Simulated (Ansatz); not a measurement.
What does this script print? It uses Ansatz's Python interface.

`states_alclh3.py`:
```python
import ansatz as az
import numpy as np


def main() -> None:
    mol = (
        az.Crystal.molecule()
        .atom("Al", (-0.1224, 0.0086, -0.0031))
        .atom("Cl", (2.0823, -0.1461, 0.0529))
        .atom("H", (-0.5417, 1.4987, -0.3963))
        .atom("H", (-0.718, -0.3503, 1.4347))
        .atom("H", (-0.7002, -1.0109, -1.0883))
    )
    symbols = [site.symbol for site in mol.cartesian_sites]

    start = np.array([site.position_ang for site in mol.cartesian_sites])
    for factor in [1.0, 1.5]:
        xyz = (start - start.mean(axis=0)) * factor
        scaled = az.Crystal.molecule()
        for symbol, place in zip(symbols, xyz):
            scaled = scaled.atom(symbol, place.tolist())
        calculation = scaled.calculation()
        calculation = calculation.basis(gaussian="6-31G*").functional("pbe0")
        calculation = calculation.charge(-1)
        calculation = calculation.spin("collinear")
        for search in ("off", "standard"):
            try:
                data = calculation.scf(lower_state_search=search).run(threads=1, backend="cpu").report
            except az.AnsatzError as error:
                print(f"x{factor} search {search}: {type(error).__name__}")
                continue
            state = data["mean_field"]["state"]
            print(f"all distances x{factor}, search {search:8s} E = {data['free_energy_ev']:.5f} eV  <S^2> = {abs(state['spin_squared']):.3f}  other states met: {len(data['mean_field']['others'])}")


if __name__ == "__main__":
    main()
```

`python states_alclh3.py` gives:
```text
all distances x1.0, search off      E = -19163.08813 eV  <S^2> = 0.000  other states met: 0
all distances x1.0, search standard E = -19163.08813 eV  <S^2> = 0.000  other states met: 0
all distances x1.5, search off      E = -19157.00943 eV  <S^2> = 0.000  other states met: 0
all distances x1.5, search standard E = -19157.00943 eV  <S^2> = 0.000  other states met: 3
```

Reading the output:
- Total energies depend on the basis set; only differences at equal settings carry meaning.
- The count of other states can hold repeated and symmetry-equivalent ends of the search; scaling all distances is a test, and for more than two atoms no physical path.
- The structure is a rough, unrelaxed start.
- Anions want diffuse functions, which this basis lacks.
- Finished in 4 s on 1 thread of Intel(R) Xeon(R) 6975P-C (Granite Rapids), on a shared host, peak memory 0.19 GiB.

(Lines on the test bed's own set-up are left out of the output.)
